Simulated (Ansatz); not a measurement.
Results of PBEsol (Ansatz, a quantum-chemistry and plane-wave program, PAW) for fluorite CdF2.

Settings: plane-wave cutoff 520 eV, 12×12×12 k mesh, Fermi–Dirac smearing 0.01 eV, scalar-relativistic PAW data made under PBE.

The cell is scaled about its equilibrium volume:

| V (Å³/atom) | P (GPa) | direct gap at Γ (eV) | smallest gap on the k mesh (eV) |
|---|---|---|---|
| 12.224 | 7.79 | 3.558 | 3.158 |
| 12.484 | 4.88 | 3.516 | 3.085 |
| 12.745 | 2.30 | 3.474 | 3.013 |
| 13.005 | 0.00 | 3.431 | 2.944 |
| 13.265 | -2.05 | 3.388 | 2.876 |
| 13.525 | -3.87 | 3.344 | 2.809 |
| 13.785 | -5.48 | 3.300 | 2.745 |

The fundamental gap (2.94 eV at the equilibrium volume, with added k points) lies elsewhere than Γ–Γ.

Measured, for comparison: band gap 7.8 eV (temperature not stated, no zero-point or thermal correction, indirect W–Γ; as tabulated in Cappellini et al. (2013), arXiv:1302.2571).

Spin–orbit coupling is not included.
